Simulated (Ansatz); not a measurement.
**Which is lower?**

Two isomers of CHBO, closed shell, relaxed at PBE0-D4/def2-TZVP (vibrations not checked).

A:

| atom | x (Å) | y (Å) | z (Å) |
| --- | --- | --- | --- |
| B1 | -1.2093 | -0.2417 | 0.2218 |
| C2 | 0.1528 | 0.3829 | -0.0548 |
| O3 | -0.0593 | -0.9490 | 0.0120 |
| H4 | -2.3254 | -0.5451 | 0.4445 |

B:

B1  (0.185, 0.519, 0.120)
C2  (0.492, -0.802, 0.593)
O3  (0.759, -1.923, 0.741)
H4  (-0.088, 1.609, 0.462)
(Å)

Ansatz 0.2.0; basis: def2-TZVPP; cores frozen in the correlated methods. B3LYP uses VWN-RPA correlation.

Question: Which structure is lower at CCSD(T), and by how much? (Judge from chemistry; the value comes from the calculation.)

Answer: Computed: A, by 1.64 kcal/mol (electronic energy, against the other). By their contacts, A is CHBO ([BH]1[C][O]1) and B is CHBO ([BH][C][O]).

Question: Do the other methods give the same order? (Judge from chemistry; the calculation decides.)

Answer: The calculation gives: Not all: PBE-D4, r2SCAN-D4, B3LYP-D4 give the other order.

```
   method  E(B) − E(A) (kcal/mol)
   PBE-D4                   -2.83
r2SCAN-D4                   -1.50
  PBE0-D4                    0.78
 B3LYP-D4                   -2.02
  wB97M-V                    4.01
       HF                    6.61
      MP2                    1.37
     CCSD                    3.07
  CCSD(T)                    1.64
```

The T1 diagnostic stays at or below 0.020. The restricted Hartree–Fock reference is unstable towards an unrestricted one at one or more of these structures.

Labels in which every atom is bracketed show which atoms are joined, not bond orders.
